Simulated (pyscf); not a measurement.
A first-order saddle from PySCF, ωB97X-D3(BJ)/def2-SVP:

```xyz
7

Si    -0.0135    -0.0729    -1.3750
F     -1.6085     0.2070    -1.1272
H      0.5205     1.6225    -1.0307
H      0.0605    -1.5867    -1.4702
O      0.5918     0.0430     0.3697
H      0.6098     1.1597    -0.0244
H     -0.0487    -0.1734     1.0656
```
Charge 0, spin multiplicity 2.

Surface: doublet, charge 0. Lowest wavenumbers (cm⁻¹): 1385i, 206, 391, 489, 622.

Task: What reaction is this the transition state of?

Result: F–SiH₂• + H₂O ⇌ HO–SiH•–F + H₂, a four-centre exchange read from left to right: H–Si, H–O broken and O–Si, H–H formed. At ωB97M-D3(BJ)/def2-TZVP it lies +96.2 kJ/mol from the left side and +186.4 kJ/mol from the right (each side as separated species at their lowest minima found). The same reactants have a lower exit, to HO–SiH₂–F + H• (barrier +72.1 kJ/mol at ωB97M-D3(BJ)/def2-TZVP, against +96.2 kJ/mol here). One saddle was located; it need not be the lowest between these sides.
